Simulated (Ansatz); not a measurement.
Consider the substitution at a C–C bond: `CC1(O)NCS1` + `C=C(N)O` → `C=C(N)OC` + `OC1NCS1`.

Isolated molecules relaxed with PBE0-D4/def2-TZVP in Ansatz; ΔE leaves out vibrations. CBS: MP2 limit from def2 TZ/QZ plus the TZ coupled-cluster correction, frozen cores. Functionals use def2-TZVPP. B3LYP here is the variant with VWN-RPA as its local correlation; programs differ in this. Each species was taken in one conformer, which may not be the lowest.

`CC1(O)NCS1`:

Z-matrix (Å, degrees):
```
C
C 1 1.508
H 1 1.090 2 110.6
H 1 1.090 2 110.3 3 -120.4
H 1 1.094 2 109.2 3 120.7
O 2 1.376 1 107.5 3 178.6
N 2 1.456 1 116.2 3 -53.0
S 2 1.872 1 113.3 3 49.3
H 6 0.964 2 106.7 1 171.7
C 7 1.457 2 99.8 1 99.9
H 7 1.014 2 114.3 1 -23.9
H 10 1.091 7 114.0 2 134.4
H 10 1.095 7 114.7 2 -98.0
```

`C=C(N)O`:

Cartesian coordinates in Å:
```
C -0.079 -0.429 1.118
C 0.089 0.162 -0.071
N -0.783 0.114 -1.135
O 1.143 0.953 -0.386
H -0.929 -1.069 1.304
H 0.613 -0.252 1.929
H -0.334 0.182 -2.035
H -1.466 -0.622 -1.085
H 1.747 0.962 0.361
```

`C=C(N)OC`:

```xyz
12

C    -0.613   -1.105    0.529
C    -0.437    0.216    0.389
N    -1.142    1.191    1.069
O     0.416    0.812   -0.468
C     1.193   -0.027   -1.288
H    -1.318   -1.477    1.258
H    -0.097   -1.823   -0.087
H    -1.589    0.865    1.910
H    -0.616    2.039    1.209
H     1.821    0.629   -1.888
H     1.823   -0.692   -0.688
H     0.559   -0.629   -1.946
```

`OC1NCS1`:

Cartesian coordinates in Å:
```
O -1.857 0.652 -0.341
C -0.578 0.169 -0.541
N -0.127 -0.607 0.576
C 1.210 -0.062 0.753
S 0.843 1.349 -0.340
H -2.235 0.897 -1.190
H -0.514 -0.327 -1.521
H -0.200 -1.611 0.473
H 1.440 0.222 1.782
H 2.017 -0.682 0.351
```

```csv
level,ΔE (kJ/mol),difference from CCSD(T)/CBS
PBE-D4,80.2,-5.8
r2SCAN-D4,84.3,-1.7
PBE0-D4,83.1,-2.9
B3LYP-D4,77.4,-8.6
ωB97X-V,80.9,-5.1
ωB97M-V,84.3,-1.7
B2PLYP,78.9,-7.1
PBE,77.5,-8.5
r2SCAN,83.7,-2.3
PBE0,80.8,-5.2
B3LYP,72.9,-13.1
HF/def2-TZVPP,73.1,-12.9
MP2/def2-TZVPP,90.5,4.5
SCS-MP2/def2-TZVPP,84.1,-1.9
CCSD/def2-TZVPP,82.8,-3.2
CCSD(T)/def2-TZVPP,84.2,-1.8
HF/def2-QZVPP,72.2,-13.8
MP2/def2-QZVPP,91.3,5.3
SCS-MP2/def2-QZVPP,85.0,-1.0
HF/CBS(def2),72.1,-13.9
MP2/CBS(def2),92.4,6.4
CCSD/CBS(def2),84.6,-1.4
CCSD(T)/CBS,86.0,0
```

Largest T1 diagnostic among the species: 0.012.

From PBE to PBE0 (25 % exact exchange), in def2-TZVPP and without D4, ΔE moves by +3.3 kJ/mol. The D4 term adds +4.4 kJ/mol with B3LYP and +2.3 kJ/mol with PBE0; it sums over pairs of atoms, weighted by their polarisabilities, and B3LYP, whose exchange is more repulsive, gets the larger term. In def2-TZVPP, CCSD(T) changes the Hartree–Fock value by +11.1 kJ/mol (the triples alone add +1.4 kJ/mol) and MP2 by +17.5 kJ/mol.
